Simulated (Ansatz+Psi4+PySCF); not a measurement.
Values are calculated unless marked as measured or tabulated.
## Ansatz (development build ahead of 0.2.0) run

```yaml
crystal:
  periodic: [false, false, false]
  atoms:
    - { symbol: C, position_ang: [0.0, 0.0, 0.0] }
    - { symbol: H, position_ang: [1.067, 0.1419, 0.1412] }
    - { symbol: H, position_ang: [-0.4939, -0.7624, 0.5943] }
    - { symbol: "N", position_ang: [-0.637, 0.6898, -0.8176] }
basis:
  gaussian: { orbitals: cc-pVTZ }
magnetization:
  spin_polarized: true
  initial_magnetization: 1
hamiltonian:
  xc: hf
correlation:
  method: mp2
  frozen_orbitals: { C: 1, H: 0, "N": 1 }
scf:
  omitted_lower_state_checks: [stability, starts, atomic_configurations, cluster_reference, orbital_swaps, given_window_search, neighbouring_geometries, increment]
```

The input is written out in the form of the current development build from the run's settings.

Output:

| Quantity | Value |
| --- | --- |
| Converged | yes |
| Reference energy | -93.46636 hartree |
| Correlation energy | -0.30837 hartree |
| Total energy | -93.77473 hartree |
| Spin squared of the determinant | 0.946 |

Caution: the unrestricted determinant is spin contaminated.
